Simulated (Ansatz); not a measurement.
A nudged elastic band was laid between two geometries of CH5SSi (8 atoms, charge -1, multiplicity 1).

Level of theory: RKS PBE0/def2-SVP (Ansatz 0.2.0).

| Property | Result |
| --- | --- |
| movable images | 7 |
| climbing image | yes |
| spring | 5.0 eV/Å² |
| optimiser | quadratic models (default) |
| start path | through a guess of the saddle point |
| force threshold | 0.03 eV/Å |
| iteration limit | 54 |
| end points | relaxed |

First end point:

```xyz
8
Properties=species:S:1:pos:R:3
Si -0.677 0.258 -1.133
C 0.545 0.142 0.429
S 0.766 -1.587 0.971
H -1.997 0.260 -0.315
H -0.635 1.812 -1.239
H 0.172 0.699 1.304
H 1.534 0.556 0.163
H 0.292 -2.141 -0.181
```

Last end point:

```xyz
8
Properties=species:S:1:pos:R:3
Si -0.532 -0.034 -0.644
C 0.692 0.202 0.733
S 0.450 -1.428 1.530
H -1.938 -0.199 -0.151
H -0.670 1.160 -1.625
H 0.439 1.072 1.371
H 1.718 0.383 0.352
H -0.160 -1.156 -1.566
```

Which bonds break or form, and what moves?

Bonds broken: S3–H8. Bonds formed: Si1–H8.

What energy profile does the band end with?

The run converged. The highest image is number 3 of 0 to 8, 10.4 kcal/mol above the first end and 24.9 kcal/mol above the last; the last end lies 14.5 kcal/mol below the first. A vibrational analysis at the climbing image gives one clearly imaginary mode, 926i cm⁻¹: a first-order saddle point. The orbitals stay closed-shell, which can raise the energy where a bond breaks towards radicals; this wasn't checked here. Limits of this set-up: an anion without diffuse functions, the dipole of an ion depends on the origin.

```json
{"image": "0", "path coordinate (Å)": "0.00", "energy (kcal/mol)": "0.0", "S3–H8 (Å)": "1.36", "Si1–H8 (Å)": "2.76"}
{"image": "1", "path coordinate (Å)": "0.38", "energy (kcal/mol)": "1.3", "S3–H8 (Å)": "1.38", "Si1–H8 (Å)": "2.43"}
{"image": "2", "path coordinate (Å)": "0.77", "energy (kcal/mol)": "5.5", "S3–H8 (Å)": "1.45", "Si1–H8 (Å)": "2.08"}
{"image": "3", "path coordinate (Å)": "1.15", "energy (kcal/mol)": "10.4", "S3–H8 (Å)": "1.73", "Si1–H8 (Å)": "1.75"}
{"image": "4", "path coordinate (Å)": "1.47", "energy (kcal/mol)": "5.5", "S3–H8 (Å)": "2.09", "Si1–H8 (Å)": "1.59"}
{"image": "5", "path coordinate (Å)": "1.79", "energy (kcal/mol)": "-4.1", "S3–H8 (Å)": "2.44", "Si1–H8 (Å)": "1.51"}
{"image": "6", "path coordinate (Å)": "2.10", "energy (kcal/mol)": "-11.2", "S3–H8 (Å)": "2.79", "Si1–H8 (Å)": "1.49"}
{"image": "7", "path coordinate (Å)": "2.42", "energy (kcal/mol)": "-13.9", "S3–H8 (Å)": "3.05", "Si1–H8 (Å)": "1.49"}
{"image": "8", "path coordinate (Å)": "2.74", "energy (kcal/mol)": "-14.5", "S3–H8 (Å)": "3.17", "Si1–H8 (Å)": "1.50"}
```

What is the geometry of the highest image?


```xyz
8
Properties=species:S:1:pos:R:3:forces:R:3
Si -0.592 0.089 -0.870 -0.01 0.00 0.01
C 0.642 0.179 0.610 0.00 -0.01 0.00
S 0.684 -1.624 0.931 0.00 0.00 0.00
H -1.967 0.133 -0.204 0.00 0.00 0.00
H -0.681 1.446 -1.635 0.00 0.00 0.00
H 0.279 0.742 1.488 0.00 0.00 0.00
H 1.637 0.577 0.340 0.00 0.00 0.00
H -0.002 -1.544 -0.659 0.00 0.01 0.00
```

What are the harmonic wavenumbers there?

926i, 221, 402, 551, 614, 706, 771, 797, 855, 952, 988, 1056, 1407, 1530, 1871, 2041, 3026, 3089 cm⁻¹.

The band took 9 iterations and of the order of 3 core-minutes.

Time of the run: 3.2 min on 1 thread of Arm Neoverse V1 (shared host), peak memory 0.14 GiB.
